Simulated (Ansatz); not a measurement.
hcp Cd was calculated with LDA (Ansatz, a program for electronic structure, plane waves, PAW).

Numerical settings: plane-wave cutoff 520 eV, 24×24×10 k mesh (along the axes of the cell as run), Fermi–Dirac smearing 0.05 eV, scalar-relativistic PAW data made under PBE.

Starting structure:

```xyz
2
Lattice="2.9800 0.0000 0.0000 -1.4900 2.5808 0.0000 0.0000 0.0000 5.6200" Properties=species:S:1:pos:R:3 pbc="T T T"
Cd     1.4900     0.8603     4.2150
Cd     0.0000     1.7205     1.4050
```

### Question
Into what structure does the relaxation of cell and atoms lead at this level, with the symmetry of the start kept?

### Answer
The volume drops by 7.2 %; final space group P6_3/mmc.
```xyz
2
Lattice="2.9031 0.0000 0.0000 -1.4515 2.5141 0.0000 0.0000 0.0000 5.4971" Properties=species:S:1:pos:R:3 pbc="T T T"
Cd     1.4515     0.8380     4.1229
Cd     0.0000     1.6761     1.3743
```
